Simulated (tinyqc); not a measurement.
Inside a calculation. Method: Hueckel theory of the pi electrons with the omega technique, for the molecule c1c[cH+]1 (SMILES; centres numbered as the heavy atoms are written). One step of it, computed by the program tinyqc.

Problem. Omega technique, round 2. h_r = h_r(0) + omega q_r, omega = 1.4, with q_r = z_r - P_rr.

Hueckel matrix in units of beta (H = alpha + beta A), lower triangle:
```
          1C        2C        3C
1C  0.000000
2C  1.000000  0.000000
3C  1.000000  1.000000  0.000000
```

charge and bond-order matrix P, lower triangle:
```
          1C        2C        3C
1C  0.666667
2C  0.666667  0.666667
3C  0.666667  0.666667  0.666667
```

Centres:

| centre | z_r, pi electrons of the neutral centre | h |
|---|---|---|
| 1C | 1 | 0.000000 |
| 2C | 1 | 0.000000 |
| 3C | 1 | 0.000000 |

Give: matrix after round 2.

Solution.

matrix after round 2, lower triangle:
```
        1C      2C      3C
1C  0.4667
2C  1.0000  0.4667
3C  1.0000  1.0000  0.4667
```
